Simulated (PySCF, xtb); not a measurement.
methoxyethane (C3H8O), SMILES CCOC.

GFN2-xTB (xtb) at its own geometry gives an orbital gap of 11.95 eV and a dipole moment of 1.62 D.

Geometry optimised at B3LYP-D3(BJ)/def2-SVP. One conformer was computed; it need not be the lowest.

Problem. What does PBE/def2-TZVP in PySCF give? (Estimate from the structure and the level; the computed values follow.)

Solution. gap 6.28 eV (levels -5.77 and 0.51 eV), dipole 1.13 D.
